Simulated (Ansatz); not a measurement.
**BO (quartet): wave-function methods side by side at distance B1–O2 = 4.739 Å, 6-31G**

The task here is to estimate one member of a computed series from the others.

The runs use Ansatz 0.2.0, Gaussian basis; 6-31G, core rule «outside noble gas», up to 2 orbitals frozen.

Plan: UHF; CCSD(T) on ROHF; CCSD(T) on UHF; BCCD(T) on ROHF; CISD; CCSDT(Q) on ROHF; CCSDT(Q) on UHF; CISDTQ; CCSDTQ on ROHF; CCSDTQ on UHF; CASSCF and MRCISD+Q, 5 electrons in 5 orbitals; CASSCF and NEVPT2, 5 electrons in 5 orbitals; CASSCF and MRCISD+Q, 9 electrons in 8 orbitals; CASSCF and MRCISD+Q(relaxed), 9 electrons in 8 orbitals; CASSCF and NEVPT2, 9 electrons in 8 orbitals; Full CI.

21 further runs of the same task are left out: 15 that didn't finish, 6 set aside as unsound or not needed.

### The system

The geometry derives from a PBE0/def2-TZVP stationary point (not a proven minimum). One bond is set to the value named and the two fragments are kept rigid.

2 atoms, charge 0, spin multiplicity 4.

Atoms are counted from 1 here; the program's logs count them from 0.

No contacts short enough for the rule that draws bonds.

The first run:

Input file in.yaml:

```yaml
crystal:
  periodic: [false, false, false]
  atoms:
    - {symbol: B, position_ang: [0.000000, 0.000000, 0.000000]}
    - {symbol: O, position_ang: [0.000000, 0.000000, 4.739000]}
basis:
  gaussian: {orbitals: 6-31G}
magnetization: {spin_polarized: true, initial_magnetization: 3}
hamiltonian: {xc: hf}
output: {orbitals: {seedname: orbitals}}
```

On the command line:

```
$ ansatz run in.yaml --threads 1 --pin off --events-out ev --progress --plain --max-ram 2393MiB
```

Steps of the session up to this table: UHF; CCSD(T) on ROHF; CCSD(T) on UHF; BCCD(T) on ROHF; CISD; CCSDT(Q) on ROHF; CCSDT(Q) on UHF; CISDTQ; CCSDTQ on ROHF; CCSDTQ on UHF; CASSCF and MRCISD+Q, 5 electrons in 5 orbitals; CASSCF and NEVPT2, 5 electrons in 5 orbitals; CASSCF and MRCISD+Q, 9 electrons in 8 orbitals; CASSCF and MRCISD+Q(relaxed), 9 electrons in 8 orbitals; CASSCF and NEVPT2, 9 electrons in 8 orbitals; Full CI.

One of the session's tables, all rows but one given; the rest of the session is left out.

```
   method  from FCI (meV)
     ROHF         +2800.9
      UHF         +2740.4
     RMP2               ?
     UMP2          +763.2
     CISD          +154.7
    RCCSD           +27.8
    UCCSD           +26.5
 RCCSD(T)            +9.4
 UCCSD(T)            +8.3
  BCCD(T)            +9.4
   RCCSDT            +2.7
   UCCSDT            +1.6
   CISDTQ            +5.7
RCCSDT(Q)            +2.1
UCCSDT(Q)            +1.0
  RCCSDTQ            +0.4
  UCCSDTQ            -0.7
      FCI               0
```

**Question.** Estimate the row for RMP2.

**Answer.** from FCI (meV): +783.7. In the column «from FCI (meV)» it lies between UMP2 (+763.2) and UHF (+2740.4).

Left out of the table: CASSCF pair, NEVPT2 pair, MRCISD pair, MRCISD+Q pair, CASSCF valence, NEVPT2 valence, MRCISD valence, MRCISD+Q valence (the active space lost an orbital or holds another state than full CI finds).

Caveats from the session: Left out of the table: MRCISD+Q(relaxed) valence (another determinant or state than the rows shown). The program flags RCCSDTQ, UCCSDTQ as in doubt, so those rows may rest on another solution; read them beside their warnings. Levels on UHF freeze UHF's core orbitals, full CI those of ROHF, so the U rows can settle a little off it for that reason alone. Restricted and unrestricted rows rest on different reference determinants; where their highest levels disagree by more than a few hundredths of an eV, they describe different states and don't form one ladder.
